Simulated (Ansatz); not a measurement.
The input, for Ansatz 0.2.0:

```yaml
crystal:
  periodic: [false, false, false]
  atoms:
    - {symbol: C, position_ang: [0.000000, 0.000000, 0.000000]}
    - {symbol: C, position_ang: [0.000000, 0.000000, 1.301443]}
basis:
  gaussian: {orbitals: 6-31G}
magnetization: {spin_polarized: true, initial_magnetization: 2}
correlation: {method: bccd, electrons: outside_noble_gas, diis_vectors: 12}
scf: {lower_state_search: full}
output: {forces: true}
```

```sh
$ ansatz run in.yaml --threads 1 --pin off --events-out ev --progress --plain --max-ram 2393MiB
```

The program prints:

```
254 factors; integrals over basis functions are off by at most 2.3e-4 eV
mean field evaluation 1: about -2052.3951 eV, gradient 6.4e0 eV
mean field evaluation 2: about -2052.4035 eV, gradient 6.4e0 eV
mean field evaluation 4: about -2052.7818 eV, gradient 4.5e-1 eV
mean field evaluation 8: about -2052.7845 eV, gradient 2.0e-2 eV
mean field evaluation 16: about -2052.7845 eV, gradient 2.0e-6 eV
mean field evaluation 32: about -2053.2367 eV, gradient 1.5e-3 eV
mean field evaluation 64: about -2052.7845 eV, gradient 1.7e-4 eV
mean field evaluation 96: about -2053.2054 eV, gradient 5.5e-1 eV
mean field evaluation 128: about -2053.2361 eV, gradient 5.0e-5 eV
mean field evaluation 160: about -2052.7845 eV, gradient 1.0e-6 eV
...
cycle   1  -4.68374529 eV  change    3.7e-2 eV  update   6.1e-3
cycle   2  -4.69198487 eV  change   -8.2e-3 eV  update   1.3e-3
cycle   3  -4.69106743 eV  change    9.2e-4 eV  update   4.9e-4
cycle   4  -4.69183143 eV  change   -7.6e-4 eV  update   2.5e-4
cycle   5  -4.69203395 eV  change   -2.0e-4 eV  update   8.7e-5
cycle   6  -4.69213559 eV  change   -1.0e-4 eV  update   3.3e-5
cycle   7  -4.69214512 eV  change   -9.5e-6 eV  update   9.3e-6
cycle   8  -4.69214582 eV  change   -7.0e-7 eV  update   3.4e-6
cycle   9  -4.69214536 eV  change    4.6e-7 eV  update   1.2e-6
cycle  10  -4.69214497 eV  change    3.9e-7 eV  update   4.9e-7
WARN: the results are in doubt because among natural orbitals full CI differs from the method by -0.175 eV
the calculation of the forces begins
Total energy: -2057.47661679 eV, -75.6108710592 hartree
Atom 0 at     0.000000     0.000000     0.000000 Å, force    -0.000000    -0.000000    -2.655464 eV/Å
Atom 1 at     0.000000     0.000000     1.301443 Å, force     0.000000    -0.000000     2.655464 eV/Å
Dipole moment:     0.000000     0.000000     0.000000 e Å
In doubt: among natural orbitals full CI differs from the method by -0.175 eV
```

Forces (eV/Å):
```
C    0.000  0.000 -2.655
C    0.000  0.000  2.655
```

Ran on 1 thread of Arm Neoverse N1, shared host: 2.4 s wall, 0.08 GiB peak host memory.
